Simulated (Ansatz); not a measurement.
## Forces away from equilibrium

C₂H₄F (SMILES C[CH+]F) (charge +1), closed shell, displaced at random from a GFN2-xTB minimum.

```json
{"atom": "C1", "x (Å)": "-0.3783", "y (Å)": "0.4787", "z (Å)": "-0.2370"}
{"atom": "C2", "x (Å)": "0.4808", "y (Å)": "-0.5077", "z (Å)": "0.2350"}
{"atom": "F3", "x (Å)": "1.5231", "y (Å)": "-0.7394", "z (Å)": "-0.2206"}
{"atom": "H4", "x (Å)": "-0.7843", "y (Å)": "1.0711", "z (Å)": "0.5539"}
{"atom": "H5", "x (Å)": "-0.1296", "y (Å)": "0.9339", "z (Å)": "-1.1538"}
{"atom": "H6", "x (Å)": "-1.3182", "y (Å)": "-0.0599", "z (Å)": "-0.4782"}
{"atom": "H7", "x (Å)": "0.3896", "y (Å)": "-1.1564", "z (Å)": "1.1654"}
```

Ansatz 0.2.0; basis: def2-TZVPP; cores frozen in the correlated methods.

CCSD(T) forces from the calculation:
```tsv
atom	Fx	Fy	Fz (eV/Å)
C1	-2.230	-0.529	-0.818
C2	-4.567	-0.598	5.720
F3	7.086	-1.237	-4.207
H4	0.059	0.812	0.777
H5	0.828	0.973	-0.750
H6	-0.044	-0.391	0.108
H7	-1.131	0.970	-0.831
```

Problem. Which atom feels the largest CCSD(T) force, and how large is it?

Solution. F3, 8.33 eV/Å, along (0.85, -0.15, -0.50).

Root-mean-square difference of the force components from those of CCSD(T): PBE0-D4 0.212; wB97M-V 0.115; r2SCAN-D4 0.215; PBE-D4 0.361; SPW92 0.538; revPBE-D4 0.368 eV/Å.

No T1 diagnostic of these runs exceeds 0.015. These are differences at one structure, and CCSD(T) in triple zeta is itself an approximation.

For scale, one of the runs: CCSD(T)/def2-TZVPP forces, 149 basis functions (an equivalent command: `ansatz run in.yaml --threads 4`). Time: 46 s of wall clock on 4 CPU threads; the host was shared. Peak host memory: 1.9 GiB.
